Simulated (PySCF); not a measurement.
Chlorine: highly charged ions in a basis for the neutral atom

Cl⁷⁺ [Ne], Cl⁸⁺ [He] 2s2 2p5. Computed with PySCF 2.14 in cc-pV(T+d)Z, with the non-relativistic Hamiltonian (point nucleus). No spin-orbit coupling, so a gap to NIST mixes the basis error with missing relativistic terms.

Changed run: basis of the neutral atom used for a highly charged ion. This setting is unsound on purpose.

| species | method | sound run (hartree) | changed run (hartree) | converged |
| --- | --- | --- | --- | --- |
| Cl⁷⁺ | UHF | not run | -444.76031 | yes |
| Cl⁷⁺ | M06-L | not run | -445.22626 | yes |
| Cl⁷⁺ | PBE0 | not run | -445.00418 | yes |
| Cl⁸⁺ | UHF | not run | -431.96655 | yes |
| Cl⁸⁺ | M06-L | not run | -432.37869 | yes |
| Cl⁸⁺ | PBE0 | not run | -432.16245 | yes |

Ionisation energy of Cl⁷⁺:

| method | changed run (eV) | NIST (eV) |
| --- | --- | --- |
| UHF | 348.14 | 348.31 |
| M06-L | 349.60 | 348.31 |
| PBE0 | 349.44 | 348.31 |

The contracted functions were made for the neutral atom and can be too rigid for a highly charged ion.
